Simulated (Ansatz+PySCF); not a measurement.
## triplet H2O2 in separate pieces: levels of theory in one basis

```xyz
4

O     0.0000    0.0000   -0.1085
H     0.0000    0.0000    0.8679
O    29.9518   -0.0257    0.0937
H    30.3857    0.2054   -0.7499
```

Basis set: cc-pVDZ (spherical functions). Frozen core: 2 orbitals. Correlation on ROHF uses semicanonical orbitals with singles. Charge 0, multiplicity 3.

Computed with Ansatz (development build ahead of 0.2.0); each method stands on the lowest determinant of its kind that the runs found. NEVPT2 correlates all electrons. Active spaces start from the frontier orbitals, and the lowest solution found is given.

| method | E − E(ROHF) (eV) | <S²> of the determinant |
| --- | --- | --- |
| ROHF | 0.00 | 2.00 |
| UHF | -0.21 | 2.01 |
| ROHF-MP2 | -8.33 | – |
| UHF-MP2 | -8.33 | 2.01 |
| ROHF-CCSD | -9.13 | – |
| UHF-CCSD | -9.13 | 2.01 |
| ROHF-CCSD(T) | -9.23 | – |
| UHF-CCSD(T) | -9.23 | 2.01 |
| CASSCF(4,4) | -0.64 | – |
| CASSCF(6,4) | 0.00 | – |
| SC-NEVPT2(4,4) | -8.54 | – |

Problem. What does SC-NEVPT2(6,4) give on the same scale?

Solution. -8.27 eV. NEVPT2 here correlates all electrons, so it doesn't share the others' frozen core.

Problem. Is a single determinant a sound starting point here?

Solution. By this sign, yes. Unrestricted orbitals gain 0.21 eV and <S²> is 2.01 against 2.00 for a pure state. The CASSCF(4,4) natural occupations are 1.98, 1.00, 1.00, 0.02. The CASSCF(6,4) natural occupations are 2.00, 2.00, 1.00, 1.00.

Caution for CASSCF(4,4): other starts end on other solutions of this active space.
